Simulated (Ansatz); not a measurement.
Relaxing Ca₂Ta₂W

Computed with Ansatz, DFT PBE, scalar-relativistic, plane waves, PAW. Cutoff 420 eV, Γ-centred k mesh, Gaussian smearing, no spin polarisation in the final step.

Ca₂Ta₂W was placed on the ThCr2Si2 structure type (I4/mmm, No. 139), with W in place of Th, Ca in place of Cr, Ta in place of Si, at a guessed volume.

```
CELL_PARAMETERS angstrom
-2.14560 2.14560 5.62953
2.14560 -2.14560 5.62953
2.14560 2.14560 -5.62953
ATOMIC_POSITIONS crystal
Ca 0.25000 0.75000 0.50000
Ca 0.75000 0.25000 0.50000
Ta 0.62600 0.62600 0.00000
Ta 0.37400 0.37400 0.00000
W 0.00000 0.00000 0.00000
```

Cell and atoms relax at zero pressure; the relaxation can't lower the symmetry of the start. After a coarse first stage the cell is made exact in the group found at 0.06 Å.

Formation energies are uncorrected and refer to the elements' standard structures at the same level.

**Question.** Which crystal results?

**Answer.** It keeps I4/mmm (No. 139), but not the shape of the type it started on. Conventional cell: a = 3.831 Å, c = 15.141 Å. Ca has 4 Ca at 2.71 Å and 4 Ta at 3.21 Å (next Ca at 3.83 Å); Ta is coordinated by 1 Ta at 2.41 Å; W has 8 Ta at 2.97 Å.

```cif
data_structure
_symmetry_space_group_name_H-M 'I4/mmm'
_symmetry_Int_Tables_number 139
_cell_length_a 3.8312
_cell_length_b 3.8312
_cell_length_c 15.1406
_cell_angle_alpha 90.000
_cell_angle_beta 90.000
_cell_angle_gamma 90.000
_cell_volume 222.24
loop_
_atom_site_label
_atom_site_type_symbol
_atom_site_symmetry_multiplicity
_atom_site_Wyckoff_symbol
_atom_site_fract_x
_atom_site_fract_y
_atom_site_fract_z
_atom_site_occupancy
Ca1 Ca 4 d 0.50000 0.00000 0.25000 1
Ta1 Ta 4 e 0.50000 0.50000 0.07974 1
W1 W 2 a 0.00000 0.00000 0.00000 1
```

**Question.** What are its volume, energy, density and gap?

**Answer.** The volume per atom is 22.22 Å³, the density is 9.35 g/cm³ and the energy over the elements is 1.27 eV/atom. The gap on the 14×14×14 mesh is 0 eV (a metal).

The final run used a 14×14×14 mesh on its 5-atom cell and 0.10 eV smearing. For metals, differences of a few meV/atom aren't resolved. Spin–orbit coupling is left out. Symmetry constrained the relaxation, so the result can be a saddle point.

Cost: 3 runs of about 6.2 core-minutes in all, on Arm Neoverse V2 (shared hosts).